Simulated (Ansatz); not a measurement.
**[Br···H···Cl], doublet along the distance Br1-H2**

Starting geometry:

```yaml
atoms:
  - { symbol: Br, position_ang: [0.0000, 0.0000, -1.6505] }
  - { symbol: H, position_ang: [0.0000, 0.0000, -0.2299] }
  - { symbol: Cl, position_ang: [0.0000, 0.0000, 1.8805] }
```

From there H2 is moved from one fragment to the other while all else, the fragments' distance too, stays fixed, so the hump isn't the reaction's barrier; atoms are numbered as listed. Energies are in kJ/mol, counted from the starting geometry at the same level.

Basis cc-pVDZ; Ansatz 0.2.0. Only valence electrons are correlated (noble-gas cores and the filled d shells of p-block atoms frozen). R marks a restricted (for open shells ROHF) determinant, U an unrestricted one. Active spaces: valence = (15e, 9o) chosen from the atoms' valence shells. No spin–orbit coupling is included, and no scalar relativity.

Unrestricted rows (U) aren't spin-pure: their determinants' ⟨S²⟩ exceeds S(S+1) by up to 0.13, so they mix in states of higher spin. Coupled cluster chose its determinant by trial CCSD, here up to 0.25 eV above the lowest Hartree–Fock solution of its kind. Runs in a small pair space aren't shown, since their orbitals change along the scan. The reference follows the lowest state, whose symmetry changes from Π to Σ⁺ or Δ between 1.529 and 1.638, from Σ⁺ or Δ to Π between 1.855 and 1.964.

Full CI isn't at hand for all of this; UCCSDT(Q) serves as the reference, and is uncertain by about the last step of the cluster series. The frozen core follows each run's orbitals, which can shift R against U totals by a few meV for light atoms and by up to 0.1 eV past Ca.

```json
{"distance Br1-H2 (Å)": "1.321", "UCCSDT(Q)": "13.9", "error UCCSD(T)": "-0.1", "error RCCSDT": "-0.1", "error RCCSDT(Q)": "0.0", "error CASSCF (valence space)": "0.1", "error NEVPT2 (valence space)": "0.2", "error MRCISD+Q (valence space)": "-0.2"}
{"distance Br1-H2 (Å)": "1.421", "UCCSDT(Q)": "0.0", "error UCCSD(T)": "0.0", "error RCCSDT": "0.0", "error RCCSDT(Q)": "0.0", "error CASSCF (valence space)": "0.0", "error NEVPT2 (valence space)": "0.0", "error MRCISD+Q (valence space)": "0.0"}
{"distance Br1-H2 (Å)": "1.529", "UCCSDT(Q)": "14.2", "error UCCSD(T)": "0.2", "error RCCSDT": "0.1", "error RCCSDT(Q)": "0.0", "error CASSCF (valence space)": "0.7", "error NEVPT2 (valence space)": "-0.4", "error MRCISD+Q (valence space)": "0.4"}
{"distance Br1-H2 (Å)": "1.638", "UCCSDT(Q)": "38.0", "error UCCSD(T)": "0.8", "error RCCSDT": "0.3", "error RCCSDT(Q)": "0.0", "error CASSCF (valence space)": "2.7", "error NEVPT2 (valence space)": "-0.7", "error MRCISD+Q (valence space)": "1.4"}
{"distance Br1-H2 (Å)": "1.746", "UCCSDT(Q)": "54.8", "error UCCSD(T)": "1.5", "error RCCSDT": "0.5", "error RCCSDT(Q)": "0.0", "error CASSCF (valence space)": "5.6", "error NEVPT2 (valence space)": "-1.9", "error MRCISD+Q (valence space)": "1.7"}
{"distance Br1-H2 (Å)": "1.855", "UCCSDT(Q)": "51.8", "error UCCSD(T)": "1.6", "error RCCSDT": "0.6", "error RCCSDT(Q)": "0.0", "error CASSCF (valence space)": "6.5", "error NEVPT2 (valence space)": "-2.7", "error MRCISD+Q (valence space)": "1.7"}
{"distance Br1-H2 (Å)": "1.964", "UCCSDT(Q)": "21.5", "error UCCSD(T)": "0.6", "error RCCSDT": "0.5", "error RCCSDT(Q)": "0.2", "error CASSCF (valence space)": "7.7", "error NEVPT2 (valence space)": "-4.2", "error MRCISD+Q (valence space)": "1.6"}
{"distance Br1-H2 (Å)": "2.072", "UCCSDT(Q)": "-18.7", "error UCCSD(T)": "0.2", "error RCCSDT": "0.4", "error RCCSDT(Q)": "0.2", "error CASSCF (valence space)": "5.7", "error NEVPT2 (valence space)": "-3.5", "error MRCISD+Q (valence space)": "1.1"}
{"distance Br1-H2 (Å)": "2.181", "UCCSDT(Q)": "-47.4", "error UCCSD(T)": "0.0", "error RCCSDT": "0.3", "error RCCSDT(Q)": "0.2", "error CASSCF (valence space)": "4.9", "error NEVPT2 (valence space)": "-3.2", "error MRCISD+Q (valence space)": "0.7"}
```

Errors are those of relative energies. In total energy the starting point itself misses UCCSDT(Q) by: UCCSD(T) 2.2, RCCSDT 1.1, RCCSDT(Q) 0.0, CASSCF (valence space) 686.4, NEVPT2 (valence space) 156.1, MRCISD+Q (valence space) 1.9 kJ/mol.

Spread of the error over the points with a reference, to 2.181 Å (largest less smallest): RCCSDT(Q) 0.2, RCCSDT 0.7, UCCSD(T) 1.8, MRCISD+Q (valence space) 2.0, NEVPT2 (valence space) 4.5, CASSCF (valence space) 7.7 kJ/mol.
